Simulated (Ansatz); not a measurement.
Geometry optimisation, RKS PBE0/def2-TZVP (Ansatz 0.2.0).

Input:

```yaml
crystal:
  periodic: [false, false, false]
  atoms:
    - { symbol: Si, position_ang: [0.0, 0.0, 0.0] }
    - { symbol: H, position_ang: [0.9994, 0.0, 1.3254] }
    - { symbol: H, position_ang: [1.5827, 0.0, 0.5009] }
    - { symbol: F, position_ang: [-0.7489, 1.2974, -0.5295] }
    - { symbol: H, position_ang: [-0.6877, -1.1914, -0.4862] }
basis:
  gaussian: { orbitals: def2-TZVP }
hamiltonian:
  xc: pbe0
relax:
  f_tol: 0.15
  max_steps: 25
  restrain:
    - { distance: [1, 2], at: 0.66, k: 30.0 }
    - { distance: [0, 1], at: 2.66, k: 30.0 }
    - { distance: [0, 2], at: 2.66, k: 30.0 }
```

Command:

```bash
$ ansatz run input.yaml --threads 2 --pin off --max-ram 3072MiB --backend cpu --events-out ev --progress --plain --runs-dir out
```

Task: Where does it end, and by what steps?

Result: It converged. The restraints hold the end off the free minimum; the threshold counts their pulls, which the force column leaves out. Restrained pairs: H2–H3 (1.01 → 0.71 Å), Si1–H2 (1.66 → 2.66 Å), Si1–H3 (1.66 → 2.66 Å). After 16 steps the energy has fallen by 1.761 eV (the restraints' own energy left out); Si1 moved furthest, 1.01 Å.

| step | energy less start (eV) | largest force component (eV/Å) | accepted |
| --- | --- | --- | --- |
| 0 | 0.0000 | 3.595 | yes |
| 1 | 1.5125 | 5.060 | yes |
| 2 | 2.8550 | 4.259 | yes |
| 3 | 1.4449 | 4.608 | yes |
| 4 | 0.0637 | 2.869 | yes |
| 5 | -0.8492 | 1.968 | yes |
| 6 | -1.1706 | 1.821 | yes |
| 7 | -1.3054 | 1.853 | yes |
| 8 | -1.4175 | 1.804 | yes |
| 9 | -1.5158 | 1.215 | yes |
| 10 | -1.6205 | 1.051 | yes |
| 11 | -1.6940 | 1.139 | yes |
| 12 | -1.7369 | 1.053 | yes |
| 13 | -1.7453 | 1.118 | yes |
| 14 | -1.7565 | 1.050 | yes |
| 15 | -1.7703 | 0.849 | yes |
| 16 | -1.7614 | 1.142 | yes |

```xyz
5
Properties=species:S:1:pos:R:3
Si -0.057 0.121 -1.005
H 1.155 -0.240 1.333
H 1.653 0.168 1.029
F -1.035 1.183 -0.285
H -0.570 -1.127 -0.261
```

Time of the run: 12 s on 2 threads of Arm Neoverse V2 (shared host), peak memory 0.13 GiB.
